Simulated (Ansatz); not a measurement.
## BaZrO₃: experiment and calculation

**Measured values to compare with.**

“EXAFS study of lead-free relaxor ferroelectric BaTi(1-x)Zr(x)O3 at the Zr K-edge”, 2006, arxiv:cond-mat/0602127 reports, for a powder of BaZrO3 at 300 K: lattice constant a 4.192 ± 0.001 Å.

The runs below are set against these values where they give the same quantity.

Theory: DFT PBE, scalar-relativistic, plane waves, PAW in Ansatz 0.2.0.

Settings: cutoff 420 eV, Γ-centred mesh 6×6×6 on the computed 5-atom cell, Gaussian smearing of 0.02 eV; no spin polarisation.

Relaxed structure, symmetry kept:

```xyz
5
Lattice="4.2272 0.0000 0.0000 0.0000 4.2272 0.0000 0.0000 0.0000 4.2272" Properties=species:S:1:pos:R:3 pbc="T T T"
Ba    0.0000    0.0000    0.0000
Zr    2.1136    2.1136    2.1136
O     0.0000    2.1136    2.1136
O     2.1136    0.0000    2.1136
O     2.1136    2.1136    0.0000
```

| Quantity | Value |
| --- | --- |
| Space group | Pm-3m (No. 221) |
| Volume per atom | 101.9 bohr³ |
| Formation energy from the elements' standard states (uncorrected) | -3.283 eV/atom |
| Kohn–Sham band gap | 3.18 eV, indirect from R to Γ |
| Löwdin character of the top 1 eV of the valence band | O 2p 94 % |
| Löwdin character of the lowest 1 eV of the conduction band | Zr 4d 86 %, O 2p 7 %, unprojected 7 % |
| Electron masses at the edge by Cartesian direction of the standard setting (m_e; degenerate bands sorted by energy; no spin-orbit coupling) | x: 2.8, 0.36, 0.36; y: 2.8, 0.36, 0.36; z: 2.8, 0.36, 0.36 |
| Hole masses at the edge by Cartesian direction of the standard setting (m_e; degenerate bands sorted by energy; no spin-orbit coupling) | x: 18, 0.87, 0.87; y: 18, 0.87, 0.87; z: 18, 0.87, 0.87 |
| Bulk modulus | 149 GPa |
| Its pressure derivative | 4.4 |
| Bader charges (e) | Ba (1 in the cell) 1.54, Zr (1 in the cell) 2.55, O (3 in the cell) -1.36 |

Spin-orbit coupling is left out, which matters for the bands of heavy elements.

A measured lattice constant a of BaZrO3 is 4.192 Å (300 K; powder; the paper above); the calculated 4.227 Å misses it by +0.8 %. The calculation is for 0 K without zero-point motion.